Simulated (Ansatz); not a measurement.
Harmonic vibrations of ClFO2S (`O=S(=O)(F)Cl`) by finite differences.

```yaml
crystal:
  periodic: [false, false, false]
  atoms:
    - {symbol: O, position_ang: [-0.123497, -0.162692, 1.503039]}
    - {symbol: S, position_ang: [0.100211, -0.145145, 0.111166]}
    - {symbol: O, position_ang: [1.158043, -0.828959, -0.522123]}
    - {symbol: F, position_ang: [-1.214700, -0.608716, -0.568407]}
    - {symbol: Cl, position_ang: [0.079933, 1.745522, -0.523686]}
basis:
  gaussian: {orbitals: def2-TZVP}
hamiltonian: {xc: pbe0, dispersion: d4}
phonons: {temperatures: {t_min: 298.15, t_max: 900, t_step: 200}}
```

```sh
$ ansatz run in.yaml --threads 4 --pin off --events-out ev --progress --plain --max-ram 10444MiB
```

It prints (some lines left out):

```
Functional definition: PBE0
  name "PBE0"
  cite "Adamo & Barone, J. Chem. Phys. 110, 6158 (1999) doi:10.1063/1.478522"
  cite "Perdew, Burke & Ernzerhof, Phys. Rev. Lett. 77, 3865 (1996) doi:10.1103/PhysRevLett.77.3865"
  parent pbe
  parameter a = 0.25
  parameter kappa = 0.804
  parameter beta = 0.06672455060314922
  exchange = (1 - a)*pbe_x(kappa = kappa, mu = beta*pi^2/3) + a*exact_x
  correlation = pbe_c(beta = beta)
mean field -30157.61018187 eV, -1108.2717326213 hartree, gradient 1.2e-5 eV, S^2 0.000000; 0 other end points of the search recorded, 0 dependent functions left out
the calculation of the forces begins
these checks for a lower state are left out or cut short: stability, starts, cluster_reference, orbital_swaps, neighbouring_geometries, increment
mean field -30157.61015394 eV, -1108.2717315950 hartree, gradient 1.9e-6 eV, S^2 0.000000; 0 other end points of the search recorded, 0 dependent functions left out
the calculation of the forces begins
these checks for a lower state are left out or cut short: stability, starts, cluster_reference, orbital_swaps, neighbouring_geometries, increment
mean field -30157.61015773 eV, -1108.2717317343 hartree, gradient 1.9e-6 eV, S^2 0.000000; 0 other end points of the search recorded, 0 dependent functions left out
the calculation of the forces begins
these checks for a lower state are left out or cut short: stability, starts, cluster_reference, orbital_swaps, neighbouring_geometries, increment
mean field -30157.61015743 eV, -1108.2717317233 hartree, gradient 1.9e-6 eV, S^2 0.000000; 0 other end points of the search recorded, 0 dependent functions left out
the calculation of the forces begins
these checks for a lower state are left out or cut short: stability, starts, cluster_reference, orbital_swaps, neighbouring_geometries, increment
mean field -30157.61016856 eV, -1108.2717321322 hartree, gradient 1.9e-6 eV, S^2 0.000000; 0 other end points of the search recorded, 0 dependent functions left out
the calculation of the forces begins
these checks for a lower state are left out or cut short: stability, starts, cluster_reference, orbital_swaps, neighbouring_geometries, increment
mean field -30157.60996799 eV, -1108.2717247615 hartree, gradient 2.0e-6 eV, S^2 0.000000; 0 other end points of the search recorded, 0 dependent functions left out
the calculation of the forces begins
these checks for a lower state are left out or cut short: stability, starts, cluster_reference, orbital_swaps, neighbouring_geometries, increment
mean field -30157.60993566 eV, -1108.2717235734 hartree, gradient 1.9e-6 eV, S^2 0.000000; 0 other end points of the search recorded, 0 dependent functions left out
the calculation of the forces begins
these checks for a lower state are left out or cut short: stability, starts, cluster_reference, orbital_swaps, neighbouring_geometries, increment
mean field -30157.60997736 eV, -1108.2717251058 hartree, gradient 1.9e-6 eV, S^2 0.000000; 0 other end points of the search recorded, 0 dependent functions left out
the calculation of the forces begins
these checks for a lower state are left out or cut short: stability, starts, cluster_reference, orbital_swaps, neighbouring_geometries, increment
mean field -30157.60997996 eV, -1108.2717252012 hartree, gradient 1.9e-6 eV, S^2 0.000000; 0 other end points of the search recorded, 0 dependent functions left out
the calculation of the forces begins
these checks for a lower state are left out or cut short: stability, starts, cluster_reference, orbital_swaps, neighbouring_geometries, increment
mean field -30157.60991354 eV, -1108.2717227603 hartree, gradient 1.9e-6 eV, S^2 0.000000; 0 other end points of the search recorded, 0 dependent functions left out
the calculation of the forces begins
these checks for a lower state are left out or cut short: stability, starts, cluster_reference, orbital_swaps, neighbouring_geometries, increment
mean field -30157.60990750 eV, -1108.2717225386 hartree, gradient 1.9e-6 eV, S^2 0.000000; 0 other end points of the search recorded, 0 dependent functions left out
the calculation of the forces begins
these checks for a lower state are left out or cut short: stability, starts, cluster_reference, orbital_swaps, neighbouring_geometries, increment
mean field -30157.61008079 eV, -1108.2717289068 hartree, gradient 1.9e-6 eV, S^2 0.000000; 0 other end points of the search recorded, 0 dependent functions left out
the calculation of the forces begins
these checks for a lower state are left out or cut short: stability, starts, cluster_reference, orbital_swaps, neighbouring_geometries, increment
mean field -30157.61009532 eV, -1108.2717294408 hartree, gradient 1.9e-6 eV, S^2 0.000000; 0 other end points of the search recorded, 0 dependent functions left out
the calculation of the forces begins
these checks for a lower state are left out or cut short: stability, starts, cluster_reference, orbital_swaps, neighbouring_geometries, increment
mean field -30157.61015718 eV, -1108.2717317140 hartree, gradient 1.1e-6 eV, S^2 0.000000; 0 other end points of the search recorded, 0 dependent functions left out
the calculation of the forces begins
these checks for a lower state are left out or cut short: stability, starts, cluster_reference, orbital_swaps, neighbouring_geometries, increment
mean field -30157.61016461 eV, -1108.2717319871 hartree, gradient 1.9e-6 eV, S^2 0.000000; 0 other end points of the search recorded, 0 dependent functions left out
the calculation of the forces begins
these checks for a lower state are left out or cut short: stability, starts, cluster_reference, orbital_swaps, neighbouring_geometries, increment
mean field -30157.61016858 eV, -1108.2717321331 hartree, gradient 1.9e-6 eV, S^2 0.000000; 0 other end points of the search recorded, 0 dependent functions left out
the calculation of the forces begins
these checks for a lower state are left out or cut short: stability, starts, cluster_reference, orbital_swaps, neighbouring_geometries, increment
mean field -30157.61017669 eV, -1108.2717324308 hartree, gradient 2.5e-6 eV, S^2 0.000000; 0 other end points of the search recorded, 0 dependent functions left out
the calculation of the forces begins
these checks for a lower state are left out or cut short: stability, starts, cluster_reference, orbital_swaps, neighbouring_geometries, increment
mean field -30157.61016323 eV, -1108.2717319364 hartree, gradient 1.0e-6 eV, S^2 0.000000; 0 other end points of the search recorded, 0 dependent functions left out
the calculation of the forces begins
these checks for a lower state are left out or cut short: stability, starts, cluster_reference, orbital_swaps, neighbouring_geometries, increment
mean field -30157.61013505 eV, -1108.2717309008 hartree, gradient 2.3e-6 eV, S^2 0.000000; 0 other end points of the search recorded, 0 dependent functions left out
the calculation of the forces begins
Total energy: -30157.72821819 eV, -1108.2760703762 hartree
Atom 0 at    -0.123497    -0.162692     1.503039 Å, force    -0.000092    -0.000223    -0.000127 eV/Å
Atom 1 at     0.100211    -0.145145     0.111166 Å, force     0.000380     0.000220     0.000168 eV/Å
Atom 2 at     1.158043    -0.828959    -0.522123 Å, force    -0.000211    -0.000162     0.000061 eV/Å
Atom 3 at    -1.214700    -0.608716    -0.568407 Å, force     0.000211     0.000286     0.000039 eV/Å
Atom 4 at     0.079933     1.745522    -0.523686 Å, force    -0.000287    -0.000121    -0.000142 eV/Å
Dipole moment:    -0.137110     0.268659    -0.175151 e Å
Vibrations: 289.68 301.86 420.56 475.15 504.68 636.05 844.15 1265.15 1506.66 cm⁻¹, zero-point energy 0.387075 eV
```

It took 27 s on 4 threads of an Arm Neoverse V1 on a shared host, with 0.38 GiB of host memory at the peak.
